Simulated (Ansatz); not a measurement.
C4H5F (`C=C=C(C)F`) at its PBE0-D4/def2-TZVP geometry, where that method's forces vanish. Charge 0, multiplicity 1.

```tsv
atom	x (Å)	y (Å)	z (Å)
C1	-0.205	0.827	-1.938
C2	-0.123	0.064	-0.890
C3	-0.035	-0.671	0.182
C4	0.208	-0.213	1.571
F5	-0.171	-2.014	0.087
H6	0.671	1.075	-2.531
H7	-1.155	1.241	-2.266
H8	-0.622	-0.511	2.217
H9	0.311	0.870	1.602
H10	1.120	-0.670	1.965
```

**Question.** For each bond, give half the difference of the two atoms' forces along it (eV/Å; positive pushes the atoms apart) under PBE-D4, r2SCAN-D4, B3LYP-D4, ωB97M-V in def2-TZVPP. (Best estimate.)

**Answer.** The calculation gave: 
```json
{"bond": "C1–C2", "length (Å)": "1.299", "PBE-D4": "0.11", "r2SCAN-D4": "0.02", "B3LYP-D4": "0.06", "ωB97M-V": "0.15"}
{"bond": "C1–H6", "length (Å)": "1.087", "PBE-D4": "0.05", "r2SCAN-D4": "-0.02", "B3LYP-D4": "-0.06", "ωB97M-V": "-0.12"}
{"bond": "C1–H7", "length (Å)": "1.087", "PBE-D4": "0.05", "r2SCAN-D4": "-0.02", "B3LYP-D4": "-0.06", "ωB97M-V": "-0.12"}
{"bond": "C2–C3", "length (Å)": "1.302", "PBE-D4": "0.10", "r2SCAN-D4": "-0.03", "B3LYP-D4": "-0.18", "ωB97M-V": "-0.16"}
{"bond": "C3–C4", "length (Å)": "1.482", "PBE-D4": "-0.20", "r2SCAN-D4": "-0.05", "B3LYP-D4": "0.10", "ωB97M-V": "0.18"}
{"bond": "C3–F5", "length (Å)": "1.353", "PBE-D4": "0.55", "r2SCAN-D4": "0.37", "B3LYP-D4": "0.42", "ωB97M-V": "0.23"}
{"bond": "C4–H8", "length (Å)": "1.094", "PBE-D4": "0.12", "r2SCAN-D4": "-0.02", "B3LYP-D4": "-0.06", "ωB97M-V": "-0.11"}
{"bond": "C4–H9", "length (Å)": "1.089", "PBE-D4": "0.10", "r2SCAN-D4": "-0.02", "B3LYP-D4": "-0.06", "ωB97M-V": "-0.07"}
{"bond": "C4–H10", "length (Å)": "1.094", "PBE-D4": "0.12", "r2SCAN-D4": "-0.02", "B3LYP-D4": "-0.06", "ωB97M-V": "-0.11"}
```

B3LYP here is the variant with VWN-RPA as its local correlation; programs differ in this.

Results of the Gaussian-basis code of Ansatz.
